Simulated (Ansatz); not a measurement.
Tetragonal perovskite BaTiO3 (room-temperature form, which distorts further on cooling) was calculated with PBE+SOC in Ansatz (PAW).

Settings: plane-wave cutoff 520 eV, 8×8×8 k mesh, Fermi–Dirac smearing 0.01 eV, PAW data made under PBE.

Cell (relaxed at this level):

```yaml
crystal:
  lattice:
    - [3.98531, 0.00000, 0.00000]
    - [0.00000, 3.98531, 0.00000]
    - [0.00000, 0.00000, 4.20240]
  atoms:
    - { symbol: Ba, position: [0.00000, 0.00000, 0.01212] }
    - { symbol: Ti, position: [0.50000, 0.50000, 0.52936] }
    - { symbol: O, position: [0.50000, 0.50000, 0.96052] }
    - { symbol: O, position: [0.00000, 0.50000, 0.48100] }
    - { symbol: O, position: [0.50000, 0.00000, 0.48100] }
```

Task: Estimate the bulk modulus B0, band gap and smallest direct gap on the k points sampled that the calculation returns.

Result: 
* **bulk modulus B0**: 84.2 GPa
* **band gap**: 1.84 eV (indirect)
* **smallest direct gap on the k points sampled**: 2.36 eV

Note: the relaxation could not lower the start's symmetry, so the cell can be a saddle point above a distorted one; the bulk modulus comes from volumes at which shape and atoms were relaxed.

Static lattice: no zero-point or thermal effects.

Ansatz is a quantum-chemistry and plane-wave program.
